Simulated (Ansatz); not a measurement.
This Ansatz (a first-principles code) input (wB97M-V/6-31G) gives -398.74378 Eh with 15 basis functions. A basis named .json is the Basis Set Exchange file of that set (core-valence sets with the plain set on hydrogen).

Ansatz 0.2 input:
```yaml
crystal:
  periodic: [false, false, false]
  atoms:
    - {symbol: S, position_ang: [-0.00000000, -0.00000000, -0.07935692]}
    - {symbol: H, position_ang: [0.00000000, 0.00000000, 1.26971067]}
basis:
  gaussian:
    orbitals: 6-31G
hamiltonian:
  xc: {name: wB97M-V}
total_charge: -1
magnetization: {spin_polarized: false}
```

Change:
```diff
- orbitals: 6-31G
+ orbitals: 3-21G.json
```

What does the run give now?

-396.80029 Eh (wB97M-V/3-21G, 15 functions), a change of +1943.49 mEh.
